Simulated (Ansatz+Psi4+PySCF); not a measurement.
# doublet OH in separate pieces: levels of theory in one basis

```yaml
atoms:
  - { symbol: O, position_ang: [0.0000, 0.0000, 0.1088] }
  - { symbol: H, position_ang: [0.0000, 0.0000, -2.8284] }
```

Basis set: cc-pVTZ (spherical functions). Left uncorrelated: 1 orbital. Correlation on ROHF uses semicanonical orbitals with singles. Charge 0, multiplicity 2.

Computed with Ansatz (development build ahead of 0.2.0); each method stands on the lowest determinant of its kind that the runs found.

```csv
method,E − E(ROHF) (eV),<S²> of the determinant
ROHF,0.00,0.75
UHF,-3.47,1.75
UHF-MP2,-7.37,1.75
UHF-CCSD,-7.81,1.75
UHF-CCSD(T),-7.89,1.75
```

Question: What does ROHF-MP2 give on the same scale?

Answer: -4.49 eV.

Question: Is a single determinant a sound starting point here?

Answer: It is doubtful. Unrestricted orbitals lower Hartree–Fock by 3.47 eV and <S²> is 1.75 where a pure state has 0.75, a sign of strong static correlation.

Caution for ROHF, ROHF-MP2: an unrestricted determinant lies well below. Caution for UHF, UHF-MP2, UHF-CCSD, UHF-CCSD(T): the unrestricted determinant is a mixture of spin states; the determinant may break the point group. Caution for ROHF-MP2: bonds are stretched, where a single reference can fail; another reference gives a lower total.
